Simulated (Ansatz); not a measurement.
# CH5BS (SMILES CBS): one structure at several levels

The task here is to estimate one member of a computed series from the others.

The runs use Ansatz 0.2.0, Gaussian basis; single points in def2-TZVPP.

Correlated methods freeze the cores.

**The system as given**

SMILES `CBS`, 8 atoms, charge 0, spin multiplicity 1.

Atoms are counted from 1 here; the program's logs count them from 0.

Bond lengths: C1–B2 1.573 Å, C1–H4 1.148 Å, C1–H5 1.099 Å, C1–H6 1.146 Å, B2–S3 1.890 Å, B2–H7 1.237 Å, S3–H8 1.398 Å. Angles: B2–C1–H4 108.5°, B2–C1–H5 115.7°, B2–C1–H6 115.3°, H4–C1–H5 107.5°, H4–C1–H6 103.8°, H5–C1–H6 105.2°, C1–B2–S3 118.2°, C1–B2–H7 121.0°, S3–B2–H7 120.8°, B2–S3–H8 97.3°.

Coordinates:

| atom | x (Å) | y (Å) | z (Å) |
| --- | --- | --- | --- |
| C1 | -0.60920 | 0.88800 | -0.29270 |
| B2 | 0.43190 | -0.28200 | -0.14780 |
| S3 | 0.36250 | -1.35120 | 1.40940 |
| H4 | -1.54310 | 0.48190 | -0.82160 |
| H5 | -0.26470 | 1.76460 | -0.85890 |
| H6 | -1.01440 | 1.30810 | 0.69340 |
| H7 | 1.25660 | -0.51510 | -1.04020 |
| H8 | 1.41840 | -2.20840 | 1.08380 |

The first run:

File run/in.yaml:

```yaml
crystal:
  periodic: [false, false, false]
  atoms:
    - {symbol: C, position_ang: [-0.609200, 0.888000, -0.292700]}
    - {symbol: B, position_ang: [0.431900, -0.282000, -0.147800]}
    - {symbol: S, position_ang: [0.362500, -1.351200, 1.409400]}
    - {symbol: H, position_ang: [-1.543100, 0.481900, -0.821600]}
    - {symbol: H, position_ang: [-0.264700, 1.764600, -0.858900]}
    - {symbol: H, position_ang: [-1.014400, 1.308100, 0.693400]}
    - {symbol: H, position_ang: [1.256600, -0.515100, -1.040200]}
    - {symbol: H, position_ang: [1.418400, -2.208400, 1.083800]}
basis:
  gaussian: {orbitals: def2-TZVPP}
correlation: {method: ccsd_t}
output: {forces: true}
```

The command line of these runs was not kept.

Among the steps run: CCSD(T)/def2-TZVPP; PBE0-D4/def2-TZVPP; wB97M-V/def2-TZVPP; r2SCAN-D4/def2-TZVPP; PBE-D4/def2-TZVPP; CAM-B3LYP-D4/def2-TZVPP; BHLYP-D4/def2-TZVPP.

One table of the session follows, with a row left open; its other results are not shown here.

```
      method  RMS force component (eV/Å)  angle to CCSD(T) forces (°)  dipole (D)
     CCSD(T)                       0.825                    reference        0.62
     PBE0-D4                       0.809                          6.6        0.68
     wB97M-V                       0.834                          4.5        0.67
   r2SCAN-D4                       0.781                          6.6        0.66
      PBE-D4                       0.689                          9.5        0.52
CAM-B3LYP-D4                       0.842                          6.4        0.73
    BHLYP-D4                           ?                            ?           ?
```

**Question.** Estimate the row for BHLYP-D4.

As computed: RMS force component (eV/Å): 0.927; angle to CCSD(T) forces (°): 7.2; dipole (D): 0.80. In the column «RMS force component (eV/Å)» it is the highest.
